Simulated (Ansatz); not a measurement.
# AlNH (quartet): wB97M-V, B2PLYP over a scan of the distance Al1–N2, 6-31G

Aim: run AlNH (quartet) with these functionals over a scan of the distance Al1–N2, and hold them against the top wave-function level at the same points.

Program: Ansatz 0.2.0, Gaussian basis. Level of theory: 6-31G, all electrons in the functionals, frozen cores in the correlation of double hybrids and RPA. These are calculated values, not measurements.

Plan: wB97M-V, B2PLYP, at 1.537 Å; 1.688 Å; 1.909 Å; 2.060 Å; 2.324 Å; 2.611 Å; 3.046 Å; 3.500 Å; 4.280 Å; 5.166 Å; 6.560 Å.

2 further runs of the same task are left out: 2 for a known fault of the program.

## Step 1: What is computed

The geometry derives from a PBE0/def2-TZVP stationary point (not a proven minimum). One bond is set to the value named and the two fragments are kept rigid.

3 atoms, charge 0, spin multiplicity 4.

Atoms are counted from 1 here; the program's logs count them from 0.

Bond lengths: Al1–N2 1.909 Å, N2–H3 1.029 Å. Angles: Al1–N2–H3 108.4°.

No dispersion term is added; wB97M-V holds VV10 nonlocal correlation.

The geometry shown and the zero of energy belong to the point 1.909 Å. The yardstick, FCI, and other wave-function levels (R restricted, U unrestricted, valence and pair active spaces) come from earlier runs.

## Step 2: wB97M-V, 1.537 Å

The input, in.yaml:

```yaml
crystal:
  periodic: [false, false, false]
  atoms:
    - {symbol: Al, position_ang: [0.000000, -0.021245, 0.557385]}
    - {symbol: N, position_ang: [0.000000, 0.101750, -0.974686]}
    - {symbol: H, position_ang: [0.000000, -0.845248, -1.376053]}
basis:
  gaussian: {orbitals: 6-31G}
magnetization: {spin_polarized: true, initial_magnetization: 3}
hamiltonian: {xc: {name: wB97M-V}}
output: {forces: true, orbitals: {seedname: orbitals}}
```

Launch:

```console
ansatz run in.yaml --threads 1 --pin off --events-out ev --progress --plain --max-ram 2560MiB --backend cpu
```

The runs that follow: wB97M-V, 1.688 Å; wB97M-V, 1.909 Å; wB97M-V, 2.060 Å; wB97M-V, 2.324 Å; wB97M-V, 2.611 Å; wB97M-V, 3.046 Å; wB97M-V, 3.500 Å; wB97M-V, 4.280 Å; wB97M-V, 5.166 Å; wB97M-V, 6.560 Å; B2PLYP, 1.537 Å; B2PLYP, 1.688 Å; B2PLYP, 1.909 Å; B2PLYP, 2.060 Å; B2PLYP, 2.324 Å; B2PLYP, 2.611 Å; B2PLYP, 3.046 Å; B2PLYP, 3.500 Å; B2PLYP, 4.280 Å; B2PLYP, 5.166 Å; B2PLYP, 6.560 Å.

Before running them: what should the planned runs give, taken together? Wanted: span of the FCI curve; largest miss, wB97M-V; largest miss, B2PLYP.

As calculated:

```
             quantity                    value
span of the FCI curve            60.3 kcal/mol
largest miss, wB97M-V  +5.5 kcal/mol (6.560 Å)
 largest miss, B2PLYP  +5.1 kcal/mol (4.280 Å)
```

In words: Of the functionals, B2PLYP keep the smallest largest miss at the points compared (at most 5.1 kcal/mol) and wB97M-V strays most (5.5 kcal/mol, at 6.560 Å). Functionals and the yardstick converge differently with the basis, so part of each miss in 6-31G is the basis.
